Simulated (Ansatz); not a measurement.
# AlPNH (triplet): from Hartree-Fock to the top rungs at a displaced geometry (v1), cc-pVDZ

The task here is to estimate one member of a computed series from the others.

Method: cc-pVDZ, core rule «outside noble gas», up to 11 orbitals frozen; program: Ansatz 0.2.0, Gaussian basis.

The runs, in order: UHF; CCSD(T) on ROHF; CCSD(T) on UHF; BCCD(T) on ROHF; CISD as a restricted active space (open shells left free, so some higher excitations enter); CCSDT(Q) on ROHF; CCSDT(Q) on UHF.

28 further runs of the same task are left out: 6 for a known fault of the program, 8 that didn't finish, 14 set aside as unsound or not needed. Runs told in other sessions of the task aren't counted.

### The geometry

The geometry is a PBE0/def2-TZVP stationary point (not a proven minimum) with its atoms shifted at random (size 0.040 Å).

4 atoms, charge 0, spin multiplicity 3.

Atoms are counted from 1 here; the program's logs count them from 0.

Bond lengths: Al1–P2 2.312 Å, Al1–N3 1.765 Å, Al1–H4 1.539 Å, P2–N3 1.589 Å. Angles: P2–Al1–N3 43.3°, P2–Al1–H4 165.4°, N3–Al1–H4 151.1°, Al1–P2–N3 49.7°, Al1–N3–P2 87.0°.

As a file:

```xyz
4

Al   -0.0079    0.1775    1.2158
P    -0.0088    0.2719   -1.0947
N     0.0392   -0.9793   -0.1168
H    -0.0636    0.4997    2.7193
```

Set-up of the first run:

in.yaml

```yaml
crystal:
  periodic: [false, false, false]
  atoms:
    - {symbol: Al, position_ang: [-0.007925, 0.177528, 1.215787]}
    - {symbol: P, position_ang: [-0.008758, 0.271935, -1.094741]}
    - {symbol: N, position_ang: [0.039206, -0.979279, -0.116834]}
    - {symbol: H, position_ang: [-0.063571, 0.499671, 2.719330]}
basis:
  gaussian: {orbitals: cc-pVDZ}
magnetization: {spin_polarized: true, initial_magnetization: 2}
hamiltonian: {xc: hf}
output: {orbitals: {seedname: orbitals}}
```

Launch:

```console
$ ansatz run in.yaml --threads 1 --pin off --events-out ev --progress --plain --max-ram 2393MiB
```

Steps of the session up to this table: UHF; CCSD(T) on ROHF; CCSD(T) on UHF; BCCD(T) on ROHF; CISD as a restricted active space (open shells left free, so some higher excitations enter); CCSDT(Q) on ROHF; CCSDT(Q) on UHF.

One of the session's tables, all rows but one given; the rest of the session is left out.

It belongs to the step «Misses and costs». 

| method | from UCCSDT(Q) (kJ/mol) |
| --- | --- |
| ROHF | +949.2 |
| UHF | +911.8 |
| RMP2 | +89.7 |
| UMP2 | +116.8 |
| CISD | +140.9 |
| RCCSD | ? |
| UCCSD | +43.9 |
| RCCSD(T) | +6.6 |
| UCCSD(T) | +7.5 |
| BCCD(T) | +6.6 |
| RCCSDT | +4.6 |
| UCCSDT | +4.3 |
| RCCSDT(Q) | +0.4 |
| UCCSDT(Q) | 0 |

Estimate the missing values for RCCSD.

As computed: from UCCSDT(Q) (kJ/mol): +46.4. In the column «from UCCSDT(Q) (kJ/mol)» it lies between UCCSD (+43.9) and RMP2 (+89.7).

Limits of these values: Restricted and unrestricted rows rest on different reference determinants; a gap between their highest levels can come from leftover correlation error, from unlike frozen cores or from another state.
